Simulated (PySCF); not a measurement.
Towards the basis-set limit for NO⁺

State: ¹Σ⁺, singlet, closed shell. De refers to N + O⁺. RHF-based CCSD(T) in PySCF 2.14 with N aug-cc-pVTZ, O aug-cc-pVTZ and N aug-cc-pVQZ, O aug-cc-pVQZ (frozen core orbitals: 2; no relativity). Correlation energies are extrapolated as n⁻³ (n = 3, 4), Hartree–Fock as (n+1)·exp(−9√n). CV is the change on freezing 0 orbitals instead, in N cc-pwCVTZ, O cc-pwCVTZ. SR is the spin-free X2C energy in N cc-pVTZ-DK, O cc-pVTZ-DK less the non-relativistic one in N cc-pVTZ, O cc-pVTZ.

| Level | Re (Å) | ωe (cm⁻¹) | ωexe (cm⁻¹) | αe (cm⁻¹) | De (eV) |
| --- | --- | --- | --- | --- | --- |
| CCSD(T)/TZ | 1.0688 | 2356.3 | 15.9 | 0.0185 | 10.517 |
| CCSD(T)/QZ | 1.0656 | 2374.6 | 15.8 | 0.0185 | 10.780 |
| HF/CBS | 1.0252 | 2841.8 | 12.0 | 0.0145 | 5.484 |
| MP2/CBS | 1.0776 | 2183.0 | 21.1 | 0.0228 | 11.573 |
| CCSD/CBS | 1.0554 | 2493.8 | 14.0 | 0.0169 | 10.487 |
| CCSD(T)/CBS | 1.0641 | 2383.9 | 15.8 | 0.0184 | 10.946 |
| CCSD(T)/CBS+CV | 1.0626 | 2392.2 | 15.8 | 0.0185 | 10.976 |
| CCSD(T)/CBS+CV+SR | 1.0625 | 2390.6 | 15.8 | 0.0185 | 10.966 |

**Question.** How much is left between CCSD(T)/QZ and the basis-set limit, and how much do the triples give at the limit?

**Answer.** CCSD(T)/CBS less CCSD(T)/QZ: -1.5 mÅ in Re, +9.3 cm⁻¹ in ωe and +0.166 eV in De. CCSD(T)/CBS less CCSD/CBS: +8.7 mÅ in Re, -109.9 cm⁻¹ in ωe and +0.459 eV in De.

**Question.** What do the later terms add?

**Answer.** CV: -1.5 mÅ in Re, +8.3 cm⁻¹ in ωe and +0.030 eV in De; SR: -0.1 mÅ in Re, -1.6 cm⁻¹ in ωe and -0.010 eV in De, each against the row above.

Measured (Huber and Herzberg, Constants of Diatomic Molecules (1979)): Re = 1.06322 Å, ωe = 2376.42 cm⁻¹, ωexe = 16.262 cm⁻¹. The last row is off by -0.7 mÅ and 14.2 cm⁻¹.

The T1 diagnostic is 0.017. The open-shell atoms are computed with UHF. Spin–orbit coupling, excitations beyond (T) and corrections to the Born–Oppenheimer picture are left out.

The whole job (state search and all basis sets along the bond) took about 6.1 min on 4 threads of Arm Neoverse V1 (shared host), peak memory 7.7 GiB.
